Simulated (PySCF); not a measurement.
## Dipole moment and polarisability of `Fc1ncsn1`

Species: C2HFN2S.
Structure used (PBE0-D3(BJ)/def2-SVP), in Å, numbered top down from 1:
```xyz
7
C2HFN2S angstrom
F      1.223   -1.952    0.082
C      0.671   -0.770    0.083
N     -0.667   -0.686    0.270
C     -0.989    0.574    0.233
S      0.373    1.590   -0.030
N      1.398    0.293   -0.092
H     -2.008    0.950    0.355
```

Level: PBE0/def2-SVPD (PySCF), static field, nuclei fixed, core orbitals frozen in the response. The polarisability tensor in these axes (au):

```
x   55.11 -0.88 -2.87
y   -0.88 64.39 -1.84
z   -2.87 -1.84 35.25
```

Task: Give the principal values, the mean and the anisotropy Δα = √{½[(α1 − α2)² + (α2 − α3)² + (α1 − α3)²]}.

Result: Principal values 34.71, 55.47 and 64.56 au; mean 51.58 au = 7.64 Å³ = 8.50 × 10⁻⁴⁰ C²·m²/J; Δα = 26.50 au (51 % of the mean).

Task: What is the dipole moment, and where does it point?

Result: (-1.88, 2.34, 0.12) D, 3.00 D in size, pointing from the negative to the positive side. Measured along this direction, the outermost atoms are F1 at the negative end and H7 at the positive end.

Task: Traceless (Buckingham) quadrupole moment about the centre of nuclear charge: eigenvalues?

Result: -4.88, 0.02, 4.86 D·Å. The values depend on the origin, since the dipole doesn't vanish. The electronic extent ⟨r²⟩ about the same centre is 533 bohr², a root-mean-square distance of 1.69 Å for the 52 electrons.

Task: What molar refraction does this α imply?

Result: Lorentz–Lorenz: R = (4π/3)N_A α = 2.5225 cm³/(mol·Å³) × 7.64 Å³ = 19.3 cm³/mol, in the limit of long wavelengths.

Task: Find the Langevin capture rate constant for H3O+ (19.018 u) meeting this molecule (103.984 u), k = 2.342 × 10⁻⁹ cm³/s × √(α in Å³ / reduced mass in u).

Result: The reduced mass is 16.08 u, so k = 1.61 × 10⁻⁹ cm³/s. The formula leaves out the permanent dipole, which adds to the capture rate.

Isolated species at its PBE0-D3(BJ)/def2-SVP geometry, gas phase.
